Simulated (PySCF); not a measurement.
**Worked example: the step energy**

An elementary step of CH8Si, singlet (CH₆Si ([CH3][SiH3]) + H₂ → SiH₄ + CH₄; Si–C, H–H broken or loosened, Si–H, C–H formed or tightened). “Start” and “end” are the PBE0-D4/def2-TZVP structures reached by relaxing down either side of its saddle point, with the molecules still in contact.

Program: PySCF 2.14 with density fitting (its default auxiliary sets; JK sets also for MP2 and CCSD(T)). Basis: def2-TZVPP and def2-QZVPP. Cores are frozen in the correlated methods.

Energies in eV:

| quantity | end | start |
| --- | --- | --- |
| Hartree–Fock, triple zeta (X = 3) | -9019.81362 | -9019.31866 |
| Hartree–Fock, quadruple zeta (X = 4) | -9020.13247 | -9019.64211 |
| MP2 correlation, X = 3 | -9.26271 | -9.48621 |
| MP2 correlation, X = 4 | -9.76058 | -10.00531 |
| CCSD(T) correlation, X = 3 | -10.97355 | -11.14245 |

(1) Work out the step energy at the basis limit: extrapolate Hartree–Fock as E(X) = E∞ + A exp(−7.88 √X) and the MP2 correlation as E(X) = E∞ + B X^−2.97 (the exponents that Neese and Valeev fitted for def2-TZVPP and QZVPP), then add CCSD(T) − MP2 in triple zeta.

No T1 diagnostic of these runs exceeds 0.011.

Results:

(1) Each step is linear, so take the differences first (end − start): Hartree–Fock -0.49496 (X = 3) and -0.49036 (X = 4); MP2 correlation 0.22350 and 0.24473; CCSD(T) correlation 0.16890.
Two points give E∞ = E(4) + w [E(4) − E(3)], with w = 1/(exp(7.88 (2 − √3)) − 1) = 0.1377 for Hartree–Fock and w = 1/((4/3)^2.97 − 1) = 0.7407 for the correlation.
Hartree–Fock: -0.49036 + 0.1377 × 0.00460 = -0.4897 eV.
MP2 correlation: 0.24473 + 0.7407 × 0.02123 = 0.2605 eV.
CCSD(T) − MP2: 0.16890 − 0.22350 = -0.0546 eV.
Sum: -0.4897 + 0.2605 + (-0.0546) = -0.2838 eV, or -6.54 kcal/mol. Plain CCSD(T) in triple zeta gives -0.3261 eV, so the larger basis shifts the result by 0.0423 eV.

Labels in which every atom is bracketed show which atoms are joined, not bond orders.

For scale, one of the runs: CCSD(T)/def2-TZVPP, 185 basis functions, launched by `OMP_NUM_THREADS=4 python run.py`. The run took 2.7 min on 4 CPU threads of an Arm Neoverse V1 (shared host), with 1.5 GiB of host memory at its peak.
